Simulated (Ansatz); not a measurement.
SnH3⁻, triplet: reading a ladder of total energies

Geometry: displaced at random from a stationary point.

```xyz
4

Sn    0.0021   -0.0115   -0.0003
H    -0.1627   -0.1444   -1.8901
H    -0.0861    1.7357    0.0031
H    -0.0030   -0.2321    1.9227
```

Basis def2-SVPD with its core potentials; Ansatz 0.2.0. Only valence electrons are correlated (noble-gas cores and the filled d shells of p-block atoms frozen), which leaves 8 electrons in 47 orbitals. R marks a restricted (for open shells ROHF) determinant, U an unrestricted one. No spin–orbit coupling is included; scalar relativity enters through the core potentials alone.

Full CI isn't at hand for all of this; UCCSDT(Q) serves as the reference, and is uncertain by the last step of the cluster series or more.

UCCSD has a T1 diagnostic of 0.021 and a largest doubles amplitude of 0.04.

Runs differ by some tens of microhartree through their thresholds and, for an open shell, their frozen cores, so steps under 0.03 kcal/mol mean nothing.

Here the R and U totals at CCSDT(Q) differ by 0.19 kcal/mol, a measure of how far such totals hang on the determinant and its frozen core.

```json
{"level": "UHF", "total energy (hartree)": "-215.003402"}
{"level": "UMP2", "total energy (hartree)": "-215.101248"}
{"level": "UCCSD", "total energy (hartree)": "-215.130777"}
{"level": "UCCSD(T)", "total energy (hartree)": "-215.134125"}
{"level": "UCCSDT", "total energy (hartree)": "-215.135107"}
{"level": "UCCSDT(Q)", "total energy (hartree)": "-215.135216"}
```

**Question.** What is the correlation energy at UCCSDT(Q), and what share of it do UMP2 and UCCSD recover?

**Answer.** E(corr) = -215.135216 − (-215.003402) = -0.131814 hartree = -3.587 eV. UMP2: -0.097846 / -0.131814 = 74.23 %. UCCSD: -0.127375 / -0.131814 = 96.63 %.

**Question.** By how many kcal/mol does UCCSD(T) miss UCCSDT(Q) (1 hartree = 627.509 kcal/mol), and which steps make up the rest?

**Answer.** -215.134125 − (-215.135216) = 0.001091 hartree = 0.68 kcal/mol. Steps: UCCSDT − UCCSD(T) = -0.62, UCCSDT(Q) − UCCSDT = -0.07 kcal/mol. That is within 1 kcal/mol of the reference in this basis, which itself misses far more of the correlation at the basis-set limit.
